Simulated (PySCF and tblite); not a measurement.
The numbers below are computed, except where a source is named.
**Barrier and rate of a rearrangement**

System: C₃H₃ClN₂, numbered as in [Cl:1][c:2]1[cH:3][n:4][nH:5][cH:6]1.

Motion: shift of H on N5 from N5 to N4. The path came from a restrained scan, a climbing-image band and a saddle search at GFN2-xTB; energies are PBE0/pcSseg-1 + D3(BJ)//B3LYP-D3(BJ)/def2-SVP, thermal terms GFN2-xTB. Rates follow Eyring's equation with the number of equivalent paths and no tunnelling. Run with tblite and PySCF.

```csv
point,symmetry,E(GFN2) kcal/mol,E(DFT) kcal/mol,ZPE change kcal/mol,lowest mode cm⁻¹,dipole D
start,Cs,0.0,0.0,0.00,248,2.55
saddle,Cs,45.6,50.7,-4.07,1589i,1.44
end,Cs,0.0,0.0,0.00,248,2.55
```

```json
{
 "Electronic barrier": "50.7 kcal/mol",
 "Barrier with zero-point energy": "46.6 kcal/mol",
 "ΔH‡ (298 K)": "46.6 kcal/mol",
 "ΔS‡ (298 K, symmetry apart)": "-0.1 cal/(mol K)",
 "Paths": "2 equivalent paths",
 "End point": "the same structure with atoms interchanged, or its mirror image",
 "Cost": "68 s on 1 thread of Arm Neoverse V1, shared host (rough), peak memory 0.59 GiB, launched as `OMP_NUM_THREADS=1 python ens_run.py task.json out`"
}
```

```csv
T/K,ΔG‡ kcal/mol,k s⁻¹
400,46.6,5.5×10⁻¹³
500,46.7,8.3×10⁻⁸
```

ΔG and ΔG‡ leave out symmetry numbers and mirror images; rates count paths: 2 out.

Tunnelling of the moving H, left out here, will speed the real process. In real samples such hydrogens mostly exchange between molecules or through solvent, far faster than by this path.
